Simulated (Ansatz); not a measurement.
Species: Cl2, charge 0, multiplicity 1. 
Geometry from a B3LYP-D3(BJ)/def2-TZVP (Ansatz, a first-principles code) optimisation:
SMILES: ClCl
```xyz
2

Cl     0.0000     0.0000    -1.0068
Cl     0.0000     0.0000     1.0068
```

Atomisation energy built up term by term with Ansatz (kcal/mol; UHF references for open shells; valence terms freeze the core; atomic spin-orbit terms are left out). CBS marks a two-point X^-3 extrapolation of the correlation energy; Hartree-Fock from the larger set (for Q and 5 zeta extrapolated as (X+1)exp(-9√X)).

```
term                                            basis  kcal/mol
-----------------------  ----------------------------  --------
Hartree-Fock             CBS(cc-pV(Q+d)Z,cc-pV(5+d)Z)     18.99
CCSD correlation         CBS(cc-pV(Q+d)Z,cc-pV(5+d)Z)     35.62
(T)                      CBS(cc-pV(Q+d)Z,cc-pV(5+d)Z)      4.91
CCSDT - CCSD(T)                           cc-pV(D+d)Z      0.03
core correlation                            cc-pwCVTZ      0.30
scalar relativity (X2C)    cc-pVTZ-DK against cc-pVTZ     -0.16
sum: De                                                    59.7
```

(T) makes 8.2 % of the CCSD(T) atomisation energy.
